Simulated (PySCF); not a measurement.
## Li: ionisation energy

Li [He] 2s1 (2S) → Li+ 1s2 (1S), as a difference of total energies. Calculation: PySCF 2.14, in aug-cc-pVTZ-DK; the spin-free X2C one-electron Hamiltonian (Gaussian nucleus). The calculations carry no spin-orbit coupling.

```
   method  ionisation energy (eV)
      UHF                   5.343
      LDA                   5.468
      PBE                   5.584
     PBE0                   5.568
   r2SCAN                   5.384
  r2SCANh                   5.394
     BLYP                   5.524
     BP86                   5.559
BHandHLYP                   5.513
```

For comparison: 5.392 eV (measured; NIST Atomic Spectra Database, ionization energies).
